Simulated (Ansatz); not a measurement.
# C2H7B: small, medium and large basis sets

The task here is to estimate one member of a computed series from the others.

Computed with Ansatz 0.2.0, Gaussian basis. Level: one geometry, several basis sets.

Levels to be run: PBE0-D4/def2-SVP; ωB97M-V/def2-SVP; PBE0-D4/def2-QZVPP; ωB97M-V/def2-QZVPP; CCSD(T)/cc-pV(D+d)Z; CCSD(T)/cc-pV(T+d)Z; CCSD(T)/cc-pV(Q+d)Z; the functionals' def2-TZVPP values are taken from earlier runs.

## The relaxed structure

All runs share one geometry, relaxed beforehand with PBE0-D4 in a triple-zeta def2 set.

10 atoms, charge 0, spin multiplicity 1.

Atoms are counted from 1 here; the program's logs count them from 0.

Bond lengths: B1–C2 1.551 Å, B1–H4 1.200 Å, B1–H5 1.199 Å, C2–C3 1.522 Å, C2–H6 1.102 Å, C2–H7 1.102 Å, C3–H8 1.093 Å, C3–H9 1.093 Å, C3–H10 1.093 Å. Angles: C2–B1–H4 122.2°, C2–B1–H5 119.5°, H4–B1–H5 118.3°, B1–C2–C3 118.3°, B1–C2–H6 106.6°, B1–C2–H7 106.4°, C3–C2–H6 111.1°, C3–C2–H7 111.1°, H6–C2–H7 102.1°, C2–C3–H8 112.2°, C2–C3–H9 111.1°, C2–C3–H10 111.1°, H8–C3–H9 107.6°, H8–C3–H10 107.6°, H9–C3–H10 107.0°.

The first run:

in.yaml

```yaml
crystal:
  periodic: [false, false, false]
  atoms:
    - {symbol: B, position_ang: [-0.923210, 0.854798, -0.729486]}
    - {symbol: C, position_ang: [0.421651, 0.293702, -0.198976]}
    - {symbol: C, position_ang: [0.384679, -0.913562, 0.727584]}
    - {symbol: H, position_ang: [-1.979572, 0.366607, -0.436251]}
    - {symbol: H, position_ang: [-0.919642, 1.807106, -1.458273]}
    - {symbol: H, position_ang: [0.950743, 1.138143, 0.271351]}
    - {symbol: H, position_ang: [1.046765, 0.094146, -1.084459]}
    - {symbol: H, position_ang: [1.384300, -1.226748, 1.039260]}
    - {symbol: H, position_ang: [-0.190330, -0.697610, 1.631363]}
    - {symbol: H, position_ang: [-0.092286, -1.767782, 0.240887]}
basis:
  gaussian: {orbitals: def2-SVP}
hamiltonian: {xc: pbe0, dispersion: d4}
output: {orbitals: {seedname: orbitals}}
```

Run with:

```console
$ ansatz run in.yaml --threads 2 --pin off --events-out ev --progress --plain --max-ram 32768MiB --backend cpu
```

Steps of the session up to this table: PBE0-D4 in def2-SVP; ωB97M-V in def2-SVP; PBE0-D4 in def2-QZVPP; ωB97M-V in def2-QZVPP.

One of the session's tables, all rows but one given; the rest of the session is left out.

It belongs to the step «Functionals by basis». 

| functional | basis | HOMO (eV) |
| --- | --- | --- |
| PBE0-D4 | def2-SVP | -8.77 |
| PBE0-D4 | def2-TZVPP | -8.79 |
| PBE0-D4 | def2-QZVPP | ? |
| ωB97M-V | def2-SVP | -11.08 |
| ωB97M-V | def2-TZVPP | -11.13 |
| ωB97M-V | def2-QZVPP | -11.13 |

Estimate the missing values for PBE0-D4, def2-QZVPP.

As computed: HOMO (eV): -8.80. In the column «HOMO (eV)» it lies between ωB97M-V, def2-SVP (-11.08) and PBE0-D4, def2-TZVPP (-8.79).
